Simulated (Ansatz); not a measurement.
Two structures of BH4F, closed shell, reached by relaxing down either side of one saddle point (PBE0-D4/def2-TZVP). Energies are electronic, without zero-point energy. Program: Ansatz 0.2.0. Basis: def2-TZVPP and def2-QZVPP. Cores are frozen in the correlated methods. Extrapolation: Hartree–Fock as exp(−7.88 √X), correlation as X^−2.97. First:

B1  (-0.009, 0.496, -0.796)
F2  (1.302, 0.629, -0.784)
H3  (-0.470, -0.451, -1.366)
H4  (-0.662, 1.338, -0.249)
H5  (0.291, -0.984, 1.626)
H6  (-0.452, -1.028, 1.568)
(Å)

Second:

B1  (-0.631, 0.049, -0.187)
F2  (1.367, 0.160, -0.021)
H3  (-0.650, -0.522, -1.234)
H4  (-0.838, 1.224, -0.144)
H5  (1.492, -0.316, 0.763)
H6  (-0.740, -0.593, 0.823)
(Å)

Question: Which bonds change from the first to the second?

Answer: BH₂F ([BH2][F]) + H₂ → BH₃ + HF; bonds formed: B1–H6, F2–H5; bonds broken: B1–F2, H5–H6.

Question: Give the saddle point's structure and its height above each. (Judge from chemistry; the value comes from the calculation.)

Answer: Computed: 41.78 kcal/mol above the first and 14.13 kcal/mol above the second (CCSD(T) at an estimated basis limit (MP2 extrapolated from triple and quadruple zeta, plus CCSD(T) − MP2 in triple zeta)).
```
6
angstrom
B -0.3110 0.1111 -0.2313
F 1.3149 0.2017 -0.0971
H -0.5880 -0.5783 -1.1598
H -0.7778 1.1906 -0.0554
H 0.7013 -0.3458 0.6744
H -0.3395 -0.5791 0.8692
```

The T1 diagnostic stays at or below 0.013. The start structure is not quite a true minimum (one mode of 53i cm⁻¹).

Labels in which every atom is bracketed show which atoms are joined, not bond orders.

For scale, one of the runs: CCSD(T)/def2-TZVPP, 118 basis functions, launched by `ansatz run in.yaml --threads 2 --pin off --events-out ev --progress --plain --max-ram 4352MiB`. Hardware: 2 CPU threads of an Arm Neoverse V2, shared host. Wall time about 3.1 s.
